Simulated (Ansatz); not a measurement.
# H3MgN: the cost of one run

The runs use Ansatz 0.2.0, Gaussian basis; def2-QZVPP, core rule «outside noble gas», up to 6 orbitals frozen.

Plan: UHF; ROHF; CCSD(T) on UHF.

2 further runs of the same task are left out: 2 set aside as unsound or not needed.

## 1. The system

The geometry is a PBE0/def2-TZVP stationary point (not a proven minimum) of the parent state, kept for this charge and spin.

5 atoms, charge 1, spin multiplicity 2.

Atoms are counted from 1 here; the program's logs count them from 0.

Bond lengths: N1–Mg2 1.889 Å, N1–H3 1.009 Å, N1–H4 1.009 Å, Mg2–H5 1.699 Å. Angles: Mg2–N1–H3 126.6°, Mg2–N1–H4 126.6°, H3–N1–H4 106.9°, N1–Mg2–H5 180.0°.

## 2. UHF

Contents of in.yaml:

```yaml
crystal:
  periodic: [false, false, false]
  atoms:
    - {symbol: N, position_ang: [0.000000, 0.000000, 1.168661]}
    - {symbol: Mg, position_ang: [0.000000, 0.000000, -0.719971]}
    - {symbol: H, position_ang: [0.000000, 0.810724, 1.769973]}
    - {symbol: H, position_ang: [0.000000, -0.810724, 1.769973]}
    - {symbol: H, position_ang: [0.000000, 0.000000, -2.419045]}
basis:
  gaussian: {orbitals: "def2-QZVPP.json"}
total_charge: 1
magnetization: {spin_polarized: true, initial_magnetization: 1}
hamiltonian: {xc: hf}
output: {orbitals: {seedname: orbitals}}
```

Run with:

```sh
ansatz run in.yaml --threads 1 --pin off --events-out ev --progress --plain --max-ram 2393MiB
```

**Question.** How long does this run take on 1 thread of Intel Xeon Platinum 8488C, shared host, and how much memory does it need?

About 9.5 s, with a peak of 0.45 GiB.
